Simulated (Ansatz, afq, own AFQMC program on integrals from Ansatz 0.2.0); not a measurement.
## Where AFQMC and coupled cluster stand for Te, quintet

A free Te atom.

Basis def2-SVP with its core potentials. Only valence electrons are correlated. Ansatz 0.2.0 and our own AFQMC program on the same integrals; the CISD trial comes from CCSD amplitudes, and released means the phaseless constraint is let go. Error bars are statistical, one sigma. No spin–orbit coupling.

Determinant: ROHF, the one that the program's search chose, which needn't be the lowest solution.

Full CI on the same integrals is exact in this basis and with this determinant's frozen core.

Cautions: no spin-orbit coupling; inner d shell frozen; another spin lies lower (by 9.42 eV); in this basis the state lies above a state of the ion, a sign that the basis lacks the diffuse functions it needs, so its energy is an artefact of the basis; CCSDTQ on the UHF determinant differs (29 meV lower), by its state or its frozen core.

```
T1 diagnostic                               : 0.0016
weight of the determinant in the CISD state : 0.938
size of the correlated space                : 6 electrons in 17 orbitals
```

Reference: full CI, correlation energy -2.185 eV. The released energy is read at 2.40 1/Eh (meV from the phaseless value at times in 1/Eh: 0.7 ± 2.0 at 0.24, -1.3 ± 1.5 at 0.51, -1.9 ± 1.4 at 0.99, -0.4 ± 1.3 at 1.62, 1.1 ± 1.4 at 2.40).

```json
{"level": "HF", "E − E(reference) (mEh)": "80.30", "share of correlation (%)": "0.00"}
{"level": "MP2", "E − E(reference) (mEh)": "15.04", "share of correlation (%)": "81.27"}
{"level": "CCSD", "E − E(reference) (mEh)": "1.56", "share of correlation (%)": "98.05"}
{"level": "CCSD(T)", "E − E(reference) (mEh)": "0.47", "share of correlation (%)": "99.42"}
{"level": "CCSDT", "E − E(reference) (mEh)": "0.23", "share of correlation (%)": "99.71"}
{"level": "CCSDT(Q)", "E − E(reference) (mEh)": "0.05", "share of correlation (%)": "99.94"}
{"level": "CCSDTQ", "E − E(reference) (mEh)": "0.00", "share of correlation (%)": "99.99"}
{"level": "ph-AFQMC/HF", "E − E(reference) (mEh)": "0.91 ± 0.78", "share of correlation (%)": "98.87"}
{"level": "ph-AFQMC/CISD", "E − E(reference) (mEh)": "0.03 ± 0.08", "share of correlation (%)": "99.97"}
{"level": "released AFQMC", "E − E(reference) (mEh)": "0.07 ± 0.05", "share of correlation (%)": "99.92"}
```

CCSDT and higher add their correlation energy to the determinant of the CCSD(T) run, since their own runs factorise the integrals more tightly (a shift of under 2 meV). A walk keeps the symmetry of its determinant, which the program's search chose and which needn't be the lowest solution, so a lower state of the same spin and another symmetry isn't excluded. Released energies are given only where the last usable release times agree within the noise; a slower fall can still hide under it.
